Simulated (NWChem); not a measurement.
Molecule: carbon tetrachloride (CCl$_{4}$); SMILES ClC(Cl)(Cl)Cl

Computed with NWChem. Coordinates come from a PBE-D3(BJ)/def2-SVP optimisation. Total energies compare along this basis series because the functional is fixed.

```json
[
 {"level": "Hartree-Fock/pcseg-1", "basis functions": "86", "energy (Ha)": "-1875.6643", "highest occupied level (eV)": "-12.77", "orbital gap (eV)": "14.80"},
 {"level": "Hartree-Fock/aug-pcseg-1", "basis functions": "131", "energy (Ha)": "-1875.6792", "highest occupied level (eV)": "-12.64", "orbital gap (eV)": "13.77"},
 {"level": "Hartree-Fock/pcseg-2", "basis functions": "166", "energy (Ha)": "-1875.8846", "highest occupied level (eV)": "-12.62", "orbital gap (eV)": "[?]"},
 {"level": "Hartree-Fock/STO-3G", "basis functions": "41", "energy (Ha)": "-1855.6762", "highest occupied level (eV)": "-11.87", "orbital gap (eV)": "17.25"},
 {"level": "Hartree-Fock/def2-SVP", "basis functions": "86", "energy (Ha)": "-1875.1991", "highest occupied level (eV)": "-12.51", "orbital gap (eV)": "15.84"}
]
```

Q: Complete the blanks.

A: 
- Hartree-Fock/pcseg-2, orbital gap (eV): 15.03
